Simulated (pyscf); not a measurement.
Addition across a multiple bond or ene-type step: H₂C=CH–CH₃ (SMILES C=CC) + H₃C–OH (SMILES CO) -> H₃C–CH₂–CH(CH₃)–OH (SMILES CCC(C)O)

Gas phase, singlet surface, charge 0. Bonds broken: C10–O11. Bonds formed: C2–O11, C3–C10. Single points on ωB97X-D3(BJ)/def2-SVP structures (PySCF, gas phase).

Transition state (Å):

```xyz
15

C     -2.0619     0.1996    -0.3701
C     -0.8941     0.0392     0.5907
C      0.2488    -0.6995     0.1123
H     -2.5934    -0.7587    -0.4730
H     -2.7934     0.9514    -0.0301
H     -1.6957     0.4924    -1.3672
H     -1.2260    -0.1814     1.6178
H      0.1657    -1.1740    -0.8733
H      0.8320    -1.2705     0.8441
C      1.2615     1.4191    -0.2123
O     -0.2628     1.4669     0.7866
H      2.1162     0.9413     0.2654
H      1.2937     2.5131    -0.0675
H      1.1562     1.1605    -1.2668
H     -0.8613     2.2408     0.7032
```

One imaginary mode, 857i cm⁻¹; descent along it reached the two sides named.

```csv
bond,change,reactant side (Å),saddle,product side
C10–O11,breaks,1.410,1.823,2.9
C2–O11,forms,3.2,1.573,1.420
C3–C10,forms,4.2,2.371,1.528
```

Electronic energies relative to the separated reactants (eV):

| level | barrier | reaction energy | reverse barrier |
|---|---|---|---|
| ωB97X-D3(BJ)/def2-TZVP | 3.74 | -1.37 | 5.11 |
| PBE/def2-TZVP | 3.21 | -1.18 | 4.39 |
| r²SCAN/def2-TZVP | 3.36 | -1.30 | 4.66 |
| B3LYP-D3(BJ)/def2-TZVP | 3.53 | -1.16 | 4.68 |
| PBE0-D3(BJ)/def2-TZVP | 3.50 | -1.40 | 4.90 |
| M06-2X/def2-TZVP | 3.73 | -1.30 | 5.02 |
| ωB97M-D3(BJ)/def2-TZVP | 3.66 | -1.28 | 4.95 |
| HF/def2-TZVP | 4.96 | -0.95 | 5.91 |

With ωB97M-D3(BJ)/def2-TZVP energies and thermal terms (ideal gas, 1 atm, RRHO with modes under 100 cm⁻¹ raised to 100, one conformer, R ln 2 for rigid chiral ones), in eV:

```tsv
T (K)	ΔH‡	ΔG‡	ΔH	ΔG
298	3.60	4.14	-1.17	-0.63
600	3.64	4.66	-1.15	-0.08
900	3.69	5.17	-1.11	+0.44
1200	3.72	5.65	-1.06	+0.95
```

From the product side, •H₂C–CH₃ + H₃C–CH•–OH lies, by one bond made or cut, 1.06 eV under this saddle at ωB97M-D3(BJ). This is the saddle that the search found; another between the same sides may lie lower.
